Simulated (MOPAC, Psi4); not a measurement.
Approach curve of the dimer H2O ··· CH4O (SMILES O and CO). Monomers: optimised at B3LYP-D3(BJ) (def2-TZVP), held rigid. Orientation: lowest of the rigid-body minima from ten starts at GFN2-xTB. The monomers approach along the line of their centres of mass (distance R); nothing else relaxes. The table gives interaction energies.

```tsv
R / Å	A	B	C
2.52	61.68	54.79	44.85
2.69	16.56	11.41	3.97
2.92	-9.66	-13.06	-14.92
3.13	-17.00	-19.31	-17.78
3.32	-17.90	-19.52	-16.66
3.53	-16.34	-17.46	-14.20
3.85	-12.66	-13.30	-10.37
4.12	-9.83	-10.24	-7.94
4.62	-6.15	-6.35	-5.22
5.31	-3.45	-3.53	-3.26
6.31	-1.74	-1.77	-1.84
7.62	-0.86	-0.87	-0.99
```

Energies in kJ/mol.

Which curve belongs to which method? The methods are Psi4 1.11 with DF-MP2/aug-cc-pVDZ, frozen core, counterpoise-corrected; PM6, restricted, heats of formation in MOPAC; DF-SCS-MP2/aug-cc-pVDZ, frozen core, counterpoise-corrected in Psi4 1.11.

A is SCS-MP2/aug-cc-pVDZ; B is MP2/aug-cc-pVDZ; C is PM6.
